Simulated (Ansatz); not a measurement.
Diamond-structure Si was calculated with LC-ωPBE (Ansatz, a first-principles code, PAW).

Run with plane-wave cutoff 520 eV, 8×8×8 k mesh, finite displacements, scalar-relativistic PAW data made under PBE.

Cell (relaxed at this level):

```
CELL_PARAMETERS angstrom
      0.00000     2.69522     2.69522
      2.69522     0.00000     2.69522
      2.69522     2.69522     0.00000
ATOMIC_POSITIONS crystal
  Si 0.50000 0.50000 0.50000
  Si 0.75000 0.75000 0.75000
```

Estimate the zone-centre TO phonon frequency that the calculation returns.


zone-centre TO phonon frequency: 570 cm⁻¹

Measured, for comparison: zone-centre TO phonon frequency 525 cm⁻¹ (low temperature, zero-point motion not removed; as tabulated in Tanner et al. (2021), arXiv:2110.11888). Computed (rounded) less measured: zone-centre TO phonon frequency +9 %.

Computing time: around 40 core-minutes (rough).
